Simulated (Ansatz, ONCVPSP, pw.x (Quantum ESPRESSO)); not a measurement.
## Hf: does the ONCV potential hold in the solid?

```
Element                 : Hf (Z = 72)
Generator               : ONCVPSP 4.0.1.1 (patched build)
Type                    : optimised norm-conserving Vanderbilt (ONCV)
Functional              : LDA (Perdew-Wang 92)
Relativity              : scalar-relativistic
Frozen core             : [Kr] 4d10 4f14
Valence charge          : 12
Reference configuration : 5s2 5p6 5d2 6s1.75 (charge +0.25)
Partial waves           : 5s+6s: rc 1.85 bohr, ncon 3, nbas 7, qcut 5.3 1/bohr, 3 projectors, debl 0.6 Ha; 5p: rc 2.20 bohr, ncon 4, nbas 8, qcut 5 1/bohr, 2 projectors, debl 3.7 Ha; 5d: rc 3.20 bohr, ncon 4, nbas 8, qcut 5.3 1/bohr, 2 projectors, debl 1.1 Ha
Local potential         : polynomial inside 1.55 bohr (lpopt 4, dvloc0 -1 Ha)
Core correction         : Teter function, fcfact 2.5, rcfact 1.1
```

Atomic tests: cutoffs needed: 10 Ha and 14 Ha (the cutoffs (Ha) at which the residual kinetic energy of the hardest occupied pseudo-wave falls to 1 and 0.1 mHa per electron); ghost test: no bound ghost flagged; GHOST(+) flagged for s at 341.5 eV; largest excitation error: +5.2 meV (all-electron minus pseudo) for 5s2 5p6 5d2 6s0 6p2, out of 4 test configurations.

Crystal test: fcc Hf in pw.x 7.5, no spin, 13³ k-points, Fermi–Dirac smearing 0.01 Ry, cutoffs 50/200 Ry. The reference is all-electron LAPW (Ansatz 0.2.0) with the same functional, mesh and smearing; V0 and B0 come from Birch–Murnaghan fits to the pressures at five volumes. Errors are pseudo minus all-electron; Δ is the rms difference of the E(V) curves that follow from these fits, minima aligned, over ±6 % about the mean V0. Mesh and smearing are coarse, so the numbers serve the comparison and aren't converged zero-temperature values; the lattice is a test structure that the element need not adopt.

```json
{"V (Å³/atom)": "19.718", "P all-electron (GPa)": "6.82", "P pseudo (GPa)": "2.76"}
{"V (Å³/atom)": "20.237", "P all-electron (GPa)": "3.42", "P pseudo (GPa)": "-0.18"}
{"V (Å³/atom)": "20.756", "P all-electron (GPa)": "0.36", "P pseudo (GPa)": "-2.84"}
{"V (Å³/atom)": "21.275", "P all-electron (GPa)": "-2.39", "P pseudo (GPa)": "-5.24"}
{"V (Å³/atom)": "21.794", "P all-electron (GPa)": "-4.85", "P pseudo (GPa)": "-7.41"}
```

All-electron: a0 = 4.367 Å (V0 = 20.82 Å³/atom), B0 = 114.6 GPa.

Pseudopotential: mean pressure error (GPa): -3.26; a0 (Å): 4.323; a0 error (%): -1.00; B0 error (%): -4.4; Δ (meV/atom): 15.3. The largest radius (3.20 bohr) exceeds half the bond length (2.91 bohr), so the spheres overlap, which is one possible source of error among others. This is a poor potential for the solid.

Problem. At the middle volume, how do free energy and pressure move when the wave cutoff is lowered (ecutrho kept at four times it)?

Solution.

```json
{"cutoff (Ry)": "22", "shift of F (meV/atom)": "+90.0", "shift of P (GPa)": "-5.43"}
{"cutoff (Ry)": "30", "shift of F (meV/atom)": "+3.5", "shift of P (GPa)": "-0.05"}
{"cutoff (Ry)": "40", "shift of F (meV/atom)": "+1.0", "shift of P (GPa)": "-0.01"}
```

Input at the middle volume:

```
&control
  calculation='scf', prefix='x', pseudo_dir='./', outdir='./tmp', tstress=.true., disk_io='low'
/
&system
  ibrav=0, nat=1, ntyp=1, ecutwfc=50, ecutrho=200, nbnd=14,
  occupations='smearing', smearing='fd', degauss=0.01
/
&electrons
  conv_thr=1e-09, mixing_beta=0.4, electron_maxstep=70
/
ATOMIC_SPECIES
Hf 1.0 Hf.UPF
CELL_PARAMETERS angstrom
  0.00000000 2.18124554 2.18124554
  2.18124554 0.00000000 2.18124554
  2.18124554 2.18124554 0.00000000
ATOMIC_POSITIONS crystal
Hf 0.0000 0.0000 0.0000
K_POINTS automatic
13 13 13 0 0 0
```

```bash
pw.x < Hf.scf.in > Hf.scf.out
```

Lines of the output:

```
Message from routine setup:
     using ibrav=0 with symmetry is DISCOURAGED, use correct ibrav instead
     lattice parameter (alat)  =       5.8293  a.u.
     unit-cell volume          =     140.0684 (a.u.)^3
     number of electrons       =        12.00
     number of Kohn-Sham states=           14
     kinetic-energy cutoff     =      50.0000  Ry
     charge density cutoff     =     200.0000  Ry
     scf convergence threshold =      1.0E-09
     Exchange-correlation= SLA  PW   NOGX NOGC
     number of k points=    84  Fermi-Dirac smearing, width (Ry)=  0.0100
     iteration #  1     ecut=    50.00 Ry     beta= 0.40
     total energy              =    -102.52224456 Ry
     estimated scf accuracy    <       0.06545280 Ry
     iteration #  2     ecut=    50.00 Ry     beta= 0.40
     total energy              =    -102.51993023 Ry
     estimated scf accuracy    <       0.01065675 Ry
     iteration #  3     ecut=    50.00 Ry     beta= 0.40
     total energy              =    -102.52172075 Ry
     estimated scf accuracy    <       0.00021472 Ry
     iteration #  4     ecut=    50.00 Ry     beta= 0.40
     total energy              =    -102.52173178 Ry
     estimated scf accuracy    <       0.00000441 Ry
     iteration #  5     ecut=    50.00 Ry     beta= 0.40
     total energy              =    -102.52173285 Ry
     estimated scf accuracy    <       0.00000014 Ry
     iteration #  6     ecut=    50.00 Ry     beta= 0.40
     total energy              =    -102.52173285 Ry
     estimated scf accuracy    <          4.3E-09 Ry
     iteration #  7     ecut=    50.00 Ry     beta= 0.40
     the Fermi energy is    15.2466 ev
!    total energy              =    -102.52173285 Ry
     estimated scf accuracy    <          5.3E-10 Ry
     smearing contrib. (-TS)   =      -0.00620909 Ry
     The total energy is F=E-TS. E is the sum of the following terms:
     one-electron contribution =     -20.86619980 Ry
     hartree contribution      =      13.90897313 Ry
     xc contribution           =     -15.47252834 Ry
     ewald contribution        =     -80.08576875 Ry
     convergence has been achieved in   7 iterations
          total   stress  (Ry/bohr**3)                   (kbar)     P=      -28.44
```

The run at the middle volume (84 k-points, 7 iterations) took about 13 s on one core of a shared host (Neoverse-V1, 32 threads, 247 GiB, load 15).
